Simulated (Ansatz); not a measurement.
Zinc-blende BP, treated with G0W0@PBE in Ansatz (hard PAW, contour deformation).

The same calculation (at the measured cell, 11.682 Å³/atom) with different numerical settings; throughout: k mesh 2×2×2:

```tsv
run	response cutoff (eV)	empty bands	quasiparticle gap on the mesh (eV)	quasiparticle gap at Γ (eV)	rough time
1	100	97	1.559	4.021	under 3 core-s
2	150	179	1.661	4.101	3 core-s
3	200	276	1.710	4.143	4 core-s
4	250	385	1.728	4.154	9 core-s
5	300	506	1.739	4.160	7 core-s
6	400	780	___	___	20 core-s
```

Q: Complete the blanks.

A: 
- 6, quasiparticle gap on the mesh (eV): 1.751
- 6, quasiparticle gap at Γ (eV): 4.166

In the column quasiparticle gap on the mesh (eV) the first row differs from the last by -0.192 and the next to last by -0.012.

The last row is no converged limit: other settings stay fixed.

Ansatz is a program for electronic structure.
